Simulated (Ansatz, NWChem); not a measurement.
**How basis sets differ on SiNH2Cl (SMILES N[Si]Cl)**

The species is SiNH2Cl (5 atoms), meant as a singlet with charge 0. SMILES: `N[Si]Cl`. The shape is that of a PBE0-D4/def2-TZVP optimisation. This is one conformer, not always the lowest.

Quantity: the vertical ionisation energy (to the doublet cation), in eV. The values are calculated.

```csv
level,kind,program,value (eV),CPU time (all runs)
CCSD/STO-3G,coupled cluster or CI,Ansatz,6.35,1.3 s
CCSD/3-21G,coupled cluster or CI,NWChem,8.97,8.4 s
CCSD/6-31G,coupled cluster or CI,NWChem,9.05,21 s
CCSD/6-31G* (spherical functions),coupled cluster or CI,NWChem,9.16,42 s
CCSD/6-31G** (spherical functions),coupled cluster or CI,NWChem,9.18,51 s
```

The values span 6.35 to 9.18 eV. High-level rows in very small sets aren't better than simpler rows in larger ones. CPU times are rough (shared hosts, several kinds of processor): they show what a rung costs within a factor of a few.
